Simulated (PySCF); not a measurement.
All of these have the formula C5H5F. Method used: TDDFT B3LYP/def2-SVPD, vertical, gas phase, core orbitals frozen in the response (PySCF). Geometries: PBE0-D3(BJ)/def2-SVP; one conformer of each isolated species. Triplets are in the Tamm–Dancoff approximation.

Question: Rank by computed S1–T1 gap, highest first.
A. `C#CC1(F)CC1`
B. `C#C[C@@H]1C[C@@H]1F`
C. `C=C1C(C)=C1F`
D. `FC1=CC=CC1`

Answer: D (1.85 eV), C (1.11 eV), B (0.87 eV), A (0.56 eV).

```tsv
SMILES	S1−T1 (eV)	S1 (eV)	T1 (eV)	S1 mainly	T1 mainly	f(S1)
FC1=CC=CC1	1.85	4.85	3.00	H→L (98%)	H→L (97%)	0.070
C=C1C(C)=C1F	1.11	4.80	3.69	H→L+1 (98%)	H→L (95%)	0.003
C#C[C@@H]1C[C@@H]1F	0.87	6.04	5.17	H→L (79%)	H→L+1 (55%)	0.002
C#CC1(F)CC1	0.56	5.73	5.17	H→L (96%)	H-1→L (44%)	0.000
```

H and L stand for HOMO and LUMO. For `C=C1C(C)=C1F`, `C#C[C@@H]1C[C@@H]1F` and `C#CC1(F)CC1` the leading configurations of S1 and T1 differ. Singlets come from full response and triplets from the Tamm–Dancoff approximation.
